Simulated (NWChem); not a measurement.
System: hydrogen sulfide (H2S); SMILES S

Excerpt of the output:

```
             Northwest Computational Chemistry Package (NWChem) 7.3.0
             --------------------------------------------------------

                             Geometry "geometry" -> ""
                             -------------------------

 Output coordinates in angstroms (scale by  1.889725989 to convert to a.u.)

  No.       Tag          Charge          X              Y              Z
 ---- ---------------- ---------- -------------- -------------- --------------
    1 S                   16.0000     0.00000000     0.00000000     0.11358100
    2 H                    1.0000     0.97147800     0.00000000    -0.82241600
    3 H                    1.0000    -0.97147800     0.00000000    -0.82241600

 Effective nuclear repulsion energy (a.u.)      12.8249127440

  pbe96 is a nonlocal functional; adding pw91lda local functional.
                              NWChem Property Module
                              ----------------------

                                 NWChem DFT Module
                                 -----------------

 Summary of "ao basis" -> "ao basis" (spherical)
 ------------------------------------------------------------------------------
       Tag                 Description            Shells   Functions and Types
 ---------------- ------------------------------  ------  ---------------------
 S                         def2-svpd                11       27   5s4p2d
 H                         def2-svpd                 4        8   2s2p

            General Information
            -------------------
          SCF calculation type: DFT
          Wavefunction type:  closed shell.
          No. of atoms     :     3
          No. of electrons :    18
           Alpha electrons :     9
            Beta electrons :     9
          Charge           :     0
          Spin multiplicity:     1
          Use of symmetry is: off; symmetry adaption is: off
          Maximum number of iterations: 150
          AO basis - number of functions:    43
                     number of shells:    19
          Convergence on energy requested:  1.00D-06
          Convergence on density requested:  1.00D-05
          Convergence on gradient requested:  5.00D-04

              XC Information
              --------------
          PerdewBurkeErnzerhof Exchange Functional  1.000
            Perdew 1991 LDA Correlation Functional  1.000 local
           PerdewBurkeErnz. Correlation Functional  1.000 non-local

             Grid Information
             ----------------
          Grid used for XC integration:  medium
          Radial quadrature: Mura-Knowles
          Angular quadrature: Lebedev.
          Tag              B.-S. Rad. Rad. Pts. Rad. Cut. Ang. Pts.
          ---              ---------- --------- --------- ---------
          S                   1.00       88           8.0       590
          H                   0.35       45           8.0       434
          Grid pruning is: on
          Number of quadrature shells:   178
          Spatial weights used:  Erf1

      Superposition of Atomic Density Guess
      -------------------------------------

 Sum of atomic energies:        -398.35024922

      Non-variational initial energy
      ------------------------------

 Total energy =    -398.502164
 1-e energy   =    -575.251809
 2-e energy   =     163.924732
 HOMO         =      -0.323667
 LUMO         =       0.052476

   convergence    iter        energy       DeltaE   RMS-Dens  Diis-err
 ---------------- ----- ----------------- --------- --------- ---------
 d= 0,ls=0.0,diis     1   -399.0748249332 -4.12D+02  1.13D-02  1.77D-01
 d= 0,ls=0.0,diis     2   -399.0807625324 -5.94D-03  7.38D-03  6.77D-02
 d= 0,ls=0.0,diis     3   -399.0903438445 -9.58D-03  3.07D-03  1.67D-02
 d= 0,ls=0.0,diis     4   -399.0932858667 -2.94D-03  4.62D-04  3.65D-04
 d= 0,ls=0.0,diis     5   -399.0933434366 -5.76D-05  3.89D-05  4.80D-06
 d= 0,ls=0.0,diis     6   -399.0933441731 -7.37D-07  5.40D-06  4.11D-08

         Total DFT energy =     -399.093344173133
      One electron energy =     -576.211976499232
           Coulomb energy =      190.483702854104
    Exchange-Corr. energy =      -26.189983272001
 Nuclear repulsion energy =       12.824912743995

 Numeric. integr. density =       18.000003477411

                       DFT Final Molecular Orbital Analysis
                       ------------------------------------

 Vector    7  Occ=2.000000D+00  E=-4.065077D-01
              MO Center= -1.1D-09,  4.1D-11, -3.7D-01, r^2= 1.5D+00
   Bfn.  Coefficient  Atom+Function         Bfn.  Coefficient  Atom+Function
  ----- ------------  ---------------      ----- ------------  ---------------
    12      0.386153  1 S  px                 9      0.348945  1 S  px
    28      0.322682  2 H  s                 36     -0.322682  3 H  s
     6      0.206075  1 S  px                21      0.060737  1 S  d  1
    26      0.043608  1 S  d  1              15      0.037143  1 S  px
    33      0.036550  2 H  px                41      0.036550  3 H  px

 Vector    8  Occ=2.000000D+00  E=-3.341193D-01
              MO Center=  1.5D-09,  2.0D-10,  1.6D-01, r^2= 1.6D+00
   Bfn.  Coefficient  Atom+Function         Bfn.  Coefficient  Atom+Function
  ----- ------------  ---------------      ----- ------------  ---------------
    14      0.426018  1 S  pz                11      0.377369  1 S  pz
     3      0.328043  1 S  s                 28     -0.222791  2 H  s
    36     -0.222791  3 H  s                  8      0.218471  1 S  pz
     2     -0.217221  1 S  s                  4      0.206964  1 S  s
    17      0.046458  1 S  pz                29     -0.043510  2 H  s

 Vector    9  Occ=2.000000D+00  E=-2.317996D-01
              MO Center=  3.8D-11, -9.8D-11,  4.9D-02, r^2= 1.6D+00
   Bfn.  Coefficient  Atom+Function         Bfn.  Coefficient  Atom+Function
  ----- ------------  ---------------      ----- ------------  ---------------
    13      0.590716  1 S  py                10      0.464255  1 S  py
     7      0.260055  1 S  py                16      0.094557  1 S  py

 Vector   10  Occ=0.000000D+00  E=-2.376676D-02
              MO Center=  1.5D-08,  4.9D-10, -6.9D-01, r^2= 5.8D+00
   Bfn.  Coefficient  Atom+Function         Bfn.  Coefficient  Atom+Function
  ----- ------------  ---------------      ----- ------------  ---------------
     5      1.184287  1 S  s                  3     -0.379494  1 S  s
    17     -0.238688  1 S  pz                11      0.204341  1 S  pz
     2      0.202846  1 S  s                 29     -0.159084  2 H  s
    33      0.158753  2 H  px                37     -0.159084  3 H  s
    41     -0.158753  3 H  px                35     -0.152144  2 H  pz

 Vector   11  Occ=0.000000D+00  E=-1.670657D-02
              MO Center= -1.1D-08,  1.0D-10, -1.5D-01, r^2= 3.0D+00
   Bfn.  Coefficient  Atom+Function         Bfn.  Coefficient  Atom+Function
  ----- ------------  ---------------      ----- ------------  ---------------
    12      0.441267  1 S  px                 9      0.316810  1 S  px
    26     -0.292981  1 S  d  1              28     -0.286669  2 H  s
    36      0.286669  3 H  s                 29     -0.196527  2 H  s
    37      0.196527  3 H  s                 21     -0.168030  1 S  d  1
     6      0.164358  1 S  px                35      0.165086  2 H  pz

 Vector   12  Occ=0.000000D+00  E= 4.108069D-02
              MO Center=  2.4D-10,  3.0D-10,  4.4D-02, r^2= 1.1D+01
   Bfn.  Coefficient  Atom+Function         Bfn.  Coefficient  Atom+Function
  ----- ------------  ---------------      ----- ------------  ---------------
    15      1.306980  1 S  px                29     -0.671014  2 H  s
    37      0.671014  3 H  s                 26      0.191017  1 S  d  1
     9     -0.161498  1 S  px                35     -0.154783  2 H  pz
    43      0.154783  3 H  pz                33      0.123492  2 H  px
    41      0.123492  3 H  px                28     -0.073301  2 H  s

     Multipole analysis of the density
     ---------------------------------

     L   x y z        total         alpha         beta         nuclear
     -   - - -        -----         -----         ----         -------
     0   0 0 0     -0.000000     -9.000000     -9.000000     18.000000

     1   1 0 0      0.000000      0.000000      0.000000      0.000000
     1   0 1 0     -0.000000     -0.000000     -0.000000      0.000000
     1   0 0 1     -0.400025     -0.362967     -0.362967      0.325910

     2   2 0 0     -9.261413     -8.000968     -8.000968      6.740523
     2   1 1 0     -0.000000     -0.000000     -0.000000      0.000000
     2   1 0 1      0.000000      0.000000      0.000000      0.000000
     2   0 2 0    -12.623796     -6.311898     -6.311898      0.000000
     2   0 1 1      0.000000      0.000000      0.000000      0.000000
     2   0 0 2    -10.180880     -7.874346     -7.874346      5.567812

 *** CALLING NEW AORESP DRIVER FOR CLOSED AND OPEN SHELLS ***
 Entering AOResponse driver routine

--------------------------------------------------------------------------------

          -----------------------------------------------
          Solving response equations for perturbing field
          -----------------------------------------------

 number of frequencies:     1
 frequency in a.u.:  0.0000000E+00
 Perturbing field: electric
 Using El. Dipole Length Gauge

 Setting up CPKS with frequency omega =      0.00000000 a.u.

 STATIC response

                                NWChem CPHF Module
                                ------------------

  scftype          =     RHF
  nclosed          =        9
  nopen            =        0
  variables        =      306
  # of vectors     =        3
  tolerance        = 0.10D-03
  level shift      = 0.00D+00
  max iterations   =       50
  max subspace     =       30

 SCF residual:    1.8420908620892772E-005

Iterative solution of linear equations
  No. of variables      306
  No. of equations        3
  Maximum subspace       30
        Iterations       50
       Convergence  1.0D-04

   iter   nsub   residual    time
   ----  ------  --------  ---------
     1      3    5.48D+00       0.9
     2      6    1.18D+00       1.1
     3      9    2.07D-01       1.4
     4     12    1.42D-02       1.6
     5     15    1.02D-03       1.8
     6     18    5.63D-05       2.1

 Electric Dipole Response Matrix (nonzero elements):

              1        2        3
    1   24.9688   0.0000  -0.0000
    2    0.0000  26.2696  -0.0000
    3   -0.0000  -0.0000  24.8835

 ------------------------------------------
 average:        25.37397 + I       0.00000

 DFT Linear Response polarizability / au
 Frequency  =       0.0000000 / au
              X              Y              Z
 -----------------------------------------------
 X      24.9688009      0.0000000     -0.0000000
 Y       0.0000000     26.2696066     -0.0000000
 Z      -0.0000000     -0.0000000     24.8835085
 -----------------------------------------------
 Eigenvalues =      24.9688009     26.2696066     24.8835085
 Isotropic   =      25.3739720
 Anisotropic =       1.3454810
 -----------------------------------------------

 Magnetic Dipole Response Matrix (nonzero elements):

 Exiting AOResponse driver routine
```

Level: PBE/def2-SVPD. Geometry: optimised at PBE0/def2-SVP.

Problem. Write an input that gives this output.

Solution. Several could match; the one computed here: the input that was run:
```
start job
memory heap 200 mb stack 900 mb global 1100 mb
geometry units angstroms noautosym nocenter noautoz
  S      0.000000     0.000000     0.113581
  H      0.971478     0.000000    -0.822416
  H     -0.971478     0.000000    -0.822416
end
basis spherical
  * library def2-svpd
end
dft
  xc xpbe96 cpbe96
  iterations 150
end
property
  response 1 0.0
end
task dft property
```
